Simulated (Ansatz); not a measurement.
# How far each method lies from full CI for BH2⁻, triplet

Geometry: that of the BH2⁻, singlet, kept fixed. The singlet lies 0.2 eV lower here.

```xyz
3

B     0.0000   -0.1234    0.0000
H     0.0000    0.6616   -0.9691
H     0.0000    0.6616    0.9691
```

Basis 6-31++G** (Cartesian d functions); Ansatz 0.2.0. Correlated methods freeze the noble-gas cores, which leaves 6 electrons in 30 orbitals. Prefix R: restricted or restricted open-shell reference; prefix U: unrestricted. Active spaces: valence = (6e, 6o) chosen from the atoms' valence shells.

Full CI is exact within this basis and frozen core; it isn't the basis-set limit. The frozen core follows each run's orbitals, which can shift R against U totals by a few meV.

For open shells CISD is restricted-active-space CI with the open shells as a complete middle space.

The UHF ⟨S²⟩ is 2.008, the T1 diagnostic (RCCSD) is 0.0204 and the largest doubles amplitude (RCCSD) is 0.043. The T1 diagnostic (UCCSD) is 0.0147.

| level | E − E(RHF) (eV) |
| --- | --- |
| UHF | -0.0478 |
| RMP2 | -2.2322 |
| UMP2 | -2.2383 |
| RCCSD | -2.7182 |
| UCCSD | -2.7184 |
| RCCSD(T) | -2.7817 |
| UCCSD(T) | -2.7818 |

Question: Estimate how far full CI in 6-31++G** lies from RCCSD(T). The table doesn't fix it; the size of (T) and the diagnostics are the guide.

Answer: Full CI in 6-31++G** lies 0.61 mEh below RCCSD(T), which is 26 % of the (T) step (-2.33 mEh). The diagnostics give no warning, yet the rest is a sizeable part of (T).

The other levels:

```csv
level,E − E(full CI) (mEh),share of correlation (%),wall time
CISD,5.44,94.71,0.57 s
BCCD(T),0.61,99.40,0.57 s
RCCSDT,0.06,99.94,–
UCCSDT,0.05,99.95,–
RCCSDT(Q),0.01,99.99,3.1 s
UCCSDT(Q),-0.01,100.01,2.9 s
CASSCF (valence space),72.22,29.77,–
NEVPT2 (valence space),20.22,80.34,0.24 s
NEVPT4(SD) (valence space),3.80,96.30,0.51 s
MRCISD (valence space),3.33,96.76,–
MRCISD+Q (valence space),0.47,99.54,0.6 s
```

The correlation energy at full CI, counted from RHF, is -2.798 eV. That run took 24 s on 1 thread of Arm Neoverse V2, shared host over 4,070,784 determinants.

Times hold each run's SCF and search for its determinant on a shared host, so for small cases they say little of a method's own cost; they ran on 1 thread of Arm Neoverse V2.

The full-CI state has the irrep B1 of C2v, in the program's axes.

Natural occupations of full CI about the gap: 1.959 1.950 0.987 0.982 0.026 0.022 0.019 0.013 0.013 0.009; effectively unpaired electrons, Σ n²(2−n)², 2.02.
